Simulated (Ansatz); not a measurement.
**SiH3Cl (chlorosilane): levels of theory compared**

We compute a comparison of 6 runs (UHF/STO-3G, PBE0/STO-3G, SVWN5/STO-3G, revPBE/STO-3G, BCCD(T)/STO-3G, CCSDTQ/STO-3G) of SiH3Cl (chlorosilane). 

The results are computed with Ansatz 0.2.0.

53 further runs of the same task are left out: 4 that didn't finish, 49 set aside as unsound or not needed.

## 1. Starting point

SiH3Cl: 5 atoms, total charge 0, spin state singlet. As SMILES, `[SiH3]Cl`. The H4–Si1 distance was set to 3.702 Å, away from the relaxed value. At this shape a bond of the SMILES string is far longer than usual.

Bond lengths: Si1–Cl2 2.054 Å, Si1–H3 1.481 Å, Si1–H5 1.481 Å. Angles: Cl2–Si1–H3 108.5°, Cl2–Si1–H5 108.5°, H3–Si1–H5 110.4°.

## 2. A single-point energy at UHF/STO-3G (run 1)

The input, molecule.yaml:

```yaml
crystal:
  periodic: [false, false, false]
  atoms:
    - symbol: Si
      position_ang: [0.522055, 0.925058, 1.895116]
    - symbol: Cl
      position_ang: [2.472355, 0.392958, 2.255916]
    - symbol: H
      position_ang: [-0.316845, 0.418158, 3.005116]
    - symbol: H
      position_ang: [-0.534700, -0.585700, -1.314900]
    - symbol: H
      position_ang: [0.443255, 2.401858, 1.821316]
basis:
  gaussian:
    orbitals: STO-3G
magnetization:
  spin_polarized: true
  initial_magnetization: 0
hamiltonian:
  xc: hf
accuracy: high
```

The run is started by

```
$ ansatz run molecule.yaml --threads 1 --pin off --max-ram 2610MiB --events-out events.jsonl --progress --plain --runs-dir runs
```

The log of the run:

```text
Warning: RAYON_NUM_THREADS=1 ignored (pool sized by the plan → 1); use --threads N
Functional definition: HF
  name "HF"
  exchange = exact_x
  correlation = 0
359 factors; integrals over basis functions are off by at most 1.1e-8 eV
mean field evaluation 1: about -20172.8938 eV, gradient 1.4e1 eV
mean field evaluation 2: about -20172.9026 eV, gradient 1.4e1 eV
mean field evaluation 4: about -20178.4147 eV, gradient 8.2e0 eV
mean field evaluation 8: about -20179.9839 eV, gradient 5.5e-1 eV
mean field evaluation 16: about -20179.9863 eV, gradient 1.1e-2 eV
mean field evaluation 32: about -20185.6589 eV, gradient 2.6e-6 eV
mean field evaluation 64: about -20176.4793 eV, gradient 5.8e0 eV
mean field -20185.65893780 eV, -741.8092836329 hartree, gradient 6.4e-8 eV, S^2 0.998941; 2 other end points of the search recorded, 0 dependent functions left out
reference -20185.65893780 eV, -741.8092836329 hartree; 17, 17 occupied and 4, 4 virtual orbitals, 359 factors
Total energy: -20185.65893780 eV, -741.8092836329 hartree
```

It took 0.28 s on 1 thread of Arm Neoverse V1, shared host.

## 3. A single-point energy at PBE0/STO-3G (run 2)

molecule.yaml: that of step 2 with these lines changed.

```diff
@@ -16,7 +16,4 @@
     orbitals: STO-3G
-magnetization:
-  spin_polarized: true
-  initial_magnetization: 0
+accuracy: high
 hamiltonian:
-  xc: hf
-accuracy: high
+  xc: pbe0
```

The run is started by

```
$ ansatz run molecule.yaml --threads 1 --pin off --max-ram 2610MiB --events-out events.jsonl --progress --plain --runs-dir runs
```

The log of the run:

```text
Warning: RAYON_NUM_THREADS=1 ignored (pool sized by the plan → 1); use --threads N
Functional definition: PBE0
  name "PBE0"
  parameter a = 0.25
  parameter kappa = 0.804
  parameter beta = 0.06672455060314922
  exchange = (1 - a)*pbe_x(kappa = kappa, mu = beta*pi^2/3) + a*exact_x
  correlation = pbe_c(beta = beta)
359 factors; integrals over basis functions are off by at most 1.1e-8 eV
mean field evaluation 1: about -20197.2215 eV, gradient 2.5e1 eV
mean field evaluation 2: about -20193.0057 eV, gradient 3.5e1 eV
mean field evaluation 4: about -20199.3722 eV, gradient 1.3e1 eV
mean field evaluation 8: about -20197.6942 eV, gradient 1.1e1 eV
mean field evaluation 16: about -20207.8750 eV, gradient 9.1e-5 eV
mean field -20207.87502414 eV, -742.6257097473 hartree, gradient 1.2e-8 eV, S^2 0.000000; 0 other end points of the search recorded, 0 dependent functions left out
reference -20207.87502565 eV, -742.6257098029 hartree; 17, 17 occupied and 4, 4 virtual orbitals, 359 factors
Total energy: -20207.87502565 eV, -742.6257098029 hartree
```

It took 1.4 s on 1 thread of Arm Neoverse V1, shared host; peak memory 0.095 GiB.

Runs 3 to 4 aren't shown in full; the table further down has their settings and results.

## 4. The energy at BCCD(T)/STO-3G (run 5)

The input, input.yaml:

```yaml
crystal:
  periodic: [false, false, false]
  atoms:
    - {symbol: Si, position_ang: [0.522055, 0.925058, 1.895116]}
    - {symbol: Cl, position_ang: [2.472355, 0.392958, 2.255916]}
    - {symbol: H, position_ang: [-0.316845, 0.418158, 3.005116]}
    - {symbol: H, position_ang: [-0.534700, -0.585700, -1.314900]}
    - {symbol: H, position_ang: [0.443255, 2.401858, 1.821316]}
basis:
  gaussian:
    orbitals: STO-3G
magnetization:
  spin_polarized: false
correlation:
  method: bccd_t
  frozen_orbitals: {Cl: 5, H: 0, Si: 5}
accuracy: high
scf:
  omitted_lower_state_checks: [cluster_reference, increment]
```

The run is started by

```
$ ansatz run input.yaml --threads 1 --pin off --max-ram 2610MiB --events-out events.jsonl --progress --plain --runs-dir runs
```

The log of the run (excerpt; [...] marks lines left out):

```text
Warning: RAYON_NUM_THREADS=1 ignored (pool sized by the plan → 1); use --threads N
[... 2 set-up lines as earlier in the session ...]
[...]
359 factors; integrals over basis functions are off by at most 1.1e-8 eV
[...]
mean field -20179.98625911 eV, -741.6008165363 hartree, gradient 4.6e-8 eV, S^2 0.000000; 2 other end points of the search recorded, 0 dependent functions left out; unrestricted orbitals would lower it
10 core orbitals not correlated: weight in the atoms' cores, before any rotation towards them, 1.000 or more for the frozen orbitals, at most 0.000 for the correlated occupied ones
reference -20179.98625911 eV, -741.6008165363 hartree; 7, 7 occupied and 4, 4 virtual orbitals, 359 factors
second order -5.07992998 eV of doubles, -0.00000000 eV of singles
cycle   1  -3.11612550 eV  change    -1.3e0 eV  update   1.6e-1
[...]
cycle  29  -6.88854103 eV  change   8.2e-10 eV  update  2.3e-10
perturbative correction -0.21679014 eV, -0.0079668908 hartree
WARN: these amplitudes may be one of several solutions (largest doubles amplitude 0.88, level shift 13.41 eV)
Total energy: -20187.09159029 eV, -741.8619326409 hartree
Checks for a lower state left out: cluster_reference, increment
```

Run time: 0.3 s. Hardware: 1 thread of Arm Neoverse V1, shared host.

## 5. The energy at CCSDTQ/STO-3G (run 6)

molecule.yaml: that of step 3 with these lines changed.

```diff
@@ -16,4 +16,7 @@
     orbitals: STO-3G
+correlation:
+  method: ccsdtq
+  frozen_orbitals: {Cl: 5, H: 0, Si: 5}
 accuracy: high
-hamiltonian:
-  xc: pbe0
+scf:
+  omitted_lower_state_checks: [cluster_reference, increment]
```

The run is started by

```
$ ansatz run molecule.yaml --threads 1 --pin off --max-ram 2610MiB --events-out events.jsonl --progress --plain --runs-dir runs
```

The log of the run (excerpt; [...] marks lines left out):

```text
Warning: RAYON_NUM_THREADS=1 ignored (pool sized by the plan → 1); use --threads N
[... 2 set-up lines as earlier in the session ...]
[...]
359 factors; integrals over basis functions are off by at most 1.1e-8 eV
[...]
mean field -20179.98625911 eV, -741.6008165363 hartree, gradient 4.6e-8 eV, S^2 0.000000; 2 other end points of the search recorded, 0 dependent functions left out; unrestricted orbitals would lower it
10 core orbitals not correlated: weight in the atoms' cores, before any rotation towards them, 1.000 or more for the frozen orbitals, at most 0.000 for the correlated occupied ones
reference -20179.98625911 eV, -741.6008165363 hartree; 7, 7 occupied and 4, 4 virtual orbitals, 359 factors
second order -5.07992998 eV of doubles, -0.00000000 eV of singles
cycle   1  -3.11001734 eV  change    -1.3e0 eV  update   1.6e-1
[...]
cycle  30  -7.07120820 eV  change   6.1e-10 eV  update  2.2e-10
WARN: these amplitudes may be one of several solutions (largest doubles amplitude 0.91, level shift 13.41 eV)
Total energy: -20187.05746731 eV, -741.8606786445 hartree
Checks for a lower state left out: cluster_reference, increment
```

Wall time 3.3 s (1 thread of Arm Neoverse V1, shared host); peak memory 0.1 GiB.

## 6. All runs side by side

| run | level | frozen core orbitals | energy (Eh) | wall time |
| --- | --- | --- | --- | --- |
| 1 | UHF/STO-3G | – | -741.809284 | 0.28 s |
| 2 | PBE0/STO-3G | – | -742.625710 | 1.4 s |
| 3 | SVWN5/STO-3G | – | -740.151182 | 0.89 s |
| 4 | revPBE/STO-3G | – | -742.770010 | 1.4 s |
| 5 | BCCD(T)/STO-3G | 10 | -741.861933 | 0.3 s |
| 6 | CCSDTQ/STO-3G | 10 | -741.860679 | 3.3 s |

## 7. Outcome

```
                                           quantity          value
                                run 6: total energy  -741.86068 Eh
run 6: correlation energy (10 core orbitals frozen)     -259.9 mEh
                               run 6: T1 diagnostic          0.024
```

**Reading.** Below the UHF energy at the same shape and in the same basis (STO-3G): BCCD(T) -52.6 mEh; CCSDTQ -51.4 mEh. Some of these start from another determinant than that one, so these aren't their correlation energies. Totals of different functionals can't be ranked against each other. In runs 5, 6 the log says that unrestricted orbitals would lower the reference, so the values rest on an unstable closed-shell determinant (other closed-shell runs at this shape may share the fault). In runs 1, 2, 3, 4, 5, 6 the basis is minimal, so the values are rough. In runs 2, 3, 4 a closed-shell determinant meets a far-stretched bond, which it describes badly. Spin contamination of the reference: run 1 ⟨S²⟩ = 1.00. Where it is this large, the reference is a mixture of spin states, and values that rest on it are in doubt. All runs together took 7.6 s, the longest 3.3 s.
